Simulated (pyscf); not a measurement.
# Routes from `[PH]=[PH]` + `[PH3]`

Candidate steps break at most two bonds and form at most two. Each was searched with GFN2-xTB (tblite) first. PySCF, gas phase, ωB97X-D3(BJ)/def2-SVP geometries. Energies: ωB97M-D3(BJ)/def2-TZVP, kJ/mol, from the separated reactants, singlet surface; ΔG‡ with ideal gas, 1 atm, RRHO with modes under 100 cm⁻¹ raised to 100, one conformer, R ln 2 for chiral ones without a mode under 150 cm⁻¹.

```tsv
products	type	ΔE‡	ΔE	ΔG‡ 298 K	ΔG‡ 900 K	ν‡ (cm⁻¹)
H₂P–PH–PH₂	addition across a multiple bond or ene-type step	203.9	-103.9	244.0	326.6	957i
HP=P–PH₂ + H₂	four-centre exchange	233.8	+14.0	270.7	357.1	1543i
```

Plain bond fissions and candidates not yet searched are not listed, and one of them may be faster. Each barrier is that of the saddle found; lower ones may exist. A restricted solution here is unstable towards spin polarisation, so biradical character is likely and single-reference numbers are less safe.
